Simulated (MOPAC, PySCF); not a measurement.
C2H6S, SMILES `SCC` (C–C–S–H torsion 62°), neutral singlet in the gas phase. 

Cartesian coordinates (Å):
SMILES: CCS
```xyz
9

C     -0.9296    -0.2475     0.0138
C      0.3184     0.6089    -0.0211
S      1.7888    -0.2514    -0.6400
H     -1.1484    -0.6581    -0.9733
H     -1.7906     0.3411     0.3444
H     -0.8111    -1.0846     0.7058
H      0.1941     1.4483    -0.7095
H      0.5401     1.0327     0.9599
H      1.8384    -1.1894     0.3199
```
Charge 0, spin multiplicity 1.

All levels are single points at this geometry (PBE0-D3(BJ)/def2-TZVP); Pople sets use spherical d functions. Orbital energies aren't observables, and empty levels follow the basis.

HF/3-21G in PySCF gives dipole (D) = 2.13.

Question: Estimate the dipole (D) from each of these levels: PBE-D3(BJ)/def2-TZVP in PySCF; ωB97X-D3(BJ)/def2-TZVP in PySCF; B3LYP/6-311+G** in PySCF; B3LYP/6-31G* in PySCF; BP86/6-31G* in PySCF; M06-2X/6-31G* in PySCF; SVWN5/6-31G* in PySCF; HF/STO-3G in PySCF; AM1 in MOPAC; PM3 in MOPAC; PM6 in MOPAC; PM7 in MOPAC.

Answer: 
```tsv
level	dipole (D)
PBE-D3(BJ)/def2-TZVP in PySCF	1.62
ωB97X-D3(BJ)/def2-TZVP in PySCF	1.68
B3LYP/6-311+G** in PySCF	1.74
B3LYP/6-31G* in PySCF	1.79
BP86/6-31G* in PySCF	1.83
M06-2X/6-31G* in PySCF	1.81
SVWN5/6-31G* in PySCF	1.88
HF/STO-3G in PySCF	1.02
AM1 in MOPAC	1.98
PM3 in MOPAC	2.04
PM6 in MOPAC	1.89
PM7 in MOPAC	2.02
```
